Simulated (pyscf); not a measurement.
**Four-centre exchange: BH₃ + H₃C–OH → H₂B–CH₂–OH + H₂**

Gas phase, singlet surface, charge 0. Bonds broken: B1–H2, C5–H7. Bonds formed: B1–C5, H2–H7. Single points on ωB97X-D3(BJ)/def2-SVP structures (PySCF, gas phase).

Transition state (Å):

```xyz
10

B     -1.0075    -1.2159    -0.1733
H     -0.8704    -0.8644     1.0618
H     -0.4177    -2.2641    -0.2746
H     -2.1699    -1.0444    -0.4250
C     -0.1168    -0.0222    -1.1421
O     -0.7447     1.2196    -1.3182
H     -0.3195    -0.2882     0.2969
H     -0.2095    -0.5758    -2.0849
H      0.9715     0.0703    -0.9517
H     -0.6568     1.7448    -0.5151
```

One imaginary mode, 1103i cm⁻¹; descent along it reached the two sides named.

```csv
bond,change,reactant side (Å),saddle,product side
B1–H2,breaks,1.210,1.291,2.8
C5–H7,breaks,1.112,1.477,3.3
B1–C5,forms,3.0,1.777,1.561
H2–H7,forms,2.315,1.105,0.758
```

Electronic energies relative to the separated reactants (eV):

```tsv
level	barrier	reaction energy	reverse barrier
ωB97X-D3(BJ)/def2-TZVP	0.80	+0.11	0.69
PBE/def2-TZVP	0.35	-0.06	0.41
r²SCAN/def2-TZVP	0.49	-0.02	0.51
B3LYP-D3(BJ)/def2-TZVP	0.80	+0.15	0.66
PBE0-D3(BJ)/def2-TZVP	0.49	+0.04	0.45
M06-2X/def2-TZVP	0.81	+0.07	0.73
ωB97M-D3(BJ)/def2-TZVP	0.75	+0.08	0.68
HF/def2-TZVP	1.94	+0.69	1.25
```

With ωB97M-D3(BJ)/def2-TZVP energies and thermal terms (ideal gas, 1 atm, RRHO with modes under 100 cm⁻¹ raised to 100, one conformer, R ln 2 for chiral ones without a mode under 150 cm⁻¹), in eV:

```csv
T (K),ΔH‡,ΔG‡,ΔH,ΔG
298,0.76,1.20,-0.03,+0.07
600,0.77,1.65,+0.02,+0.15
900,0.79,2.08,+0.06,+0.20
1200,0.82,2.51,+0.10,+0.24
```

The reactants may also form a dative adduct at BH₃; it and routes through it were not searched. At the saddle there is also a short B–H contact that neither side keeps. The same reactants have a lower exit, to H₂B–O–CH₃ + H₂ (barrier +0.18 eV at ωB97M-D3(BJ)/def2-TZVP, against +0.75 eV here). H₂B–CH₂–OH is closed by a dative B–O contact. H₂B–CH₂–OH lies 2.57 eV over its isomer H₃C–BH–OH (electronic energy, ωB97M-D3(BJ)/def2-TZVP). This is the saddle that the search found; another between the same sides may lie lower.
